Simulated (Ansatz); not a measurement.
The input, for Ansatz 0.2.0:

```yaml
crystal:
  periodic: [false, false, false]
  atoms:
    - {symbol: B, position_ang: [0.000000, 0.000000, 1.153245]}
    - {symbol: N, position_ang: [0.000000, 0.000000, -0.080303]}
    - {symbol: H, position_ang: [0.000000, 0.000000, -1.072942]}
basis:
  gaussian: {orbitals: STO-3G}
magnetization: {spin_polarized: false, initial_magnetization: 1}
correlation: {method: bccd_t, electrons: outside_noble_gas}
scf: {omitted_lower_state_checks: [cluster_reference]}
```

```sh
$ ansatz run in.yaml --threads 1 --pin off --events-out ev --progress --plain --max-ram 2393MiB
```

(1) Roughly how long does this take on 1 thread of Arm Neoverse V1, shared host, and how much host memory?

```
these checks for a lower state are left out or cut short: cluster_reference
143 factors; integrals over basis functions are off by at most 8.1e-5 eV
mean field evaluation 1: about -2136.3677 eV, gradient 2.1e1 eV
mean field evaluation 2: about -2136.3805 eV, gradient 2.1e1 eV
mean field evaluation 4: about -2138.5240 eV, gradient 1.8e0 eV
mean field evaluation 8: about -2138.5479 eV, gradient 3.1e-2 eV
mean field evaluation 16: about -2135.6470 eV, gradient 2.2e-4 eV
mean field -2138.54789084 eV, -78.5901854284 hartree, gradient 1.5e-6 eV, S^2 0.750000; 2 other end points of the search recorded, 0 dependent functions left out
2 core orbitals not correlated: weight in the atoms' cores, before any rotation towards them, 1.000 or more for the frozen orbitals, at most 0.000 for the correlated occupied ones
reference -2138.54789084 eV, -78.5901854284 hartree; 5, 4 occupied and 4, 5 virtual orbitals, 143 factors
second order -2.98704763 eV of doubles, -0.03301687 eV of singles
cycle   1  -3.07454157 eV  change   -5.1e-2 eV  update   1.0e-1
cycle   2  -3.31784985 eV  change   -2.4e-1 eV  update   4.7e-2
cycle   3  -3.45537826 eV  change   -1.4e-1 eV  update   2.7e-2
cycle   4  -3.46247641 eV  change   -7.1e-3 eV  update   8.6e-3
cycle   5  -3.46662660 eV  change   -4.2e-3 eV  update   2.9e-3
cycle   6  -3.46630766 eV  change    3.2e-4 eV  update   1.2e-3
cycle   7  -3.46719888 eV  change   -8.9e-4 eV  update   5.0e-4
cycle   8  -3.46800289 eV  change   -8.0e-4 eV  update   3.2e-4
cycle   9  -3.46839114 eV  change   -3.9e-4 eV  update   1.6e-4
cycle  10  -3.46845437 eV  change   -6.3e-5 eV  update   3.3e-5
cycle  11  -3.46846251 eV  change   -8.1e-6 eV  update   8.9e-6
perturbative correction -0.16924258 eV, -0.0062195502 hartree
Total energy: -2142.18559593 eV, -78.7238686249 hartree
Checks for a lower state left out: cluster_reference
```

Results:

(1) 0.36 s wall and 0.17 GiB.
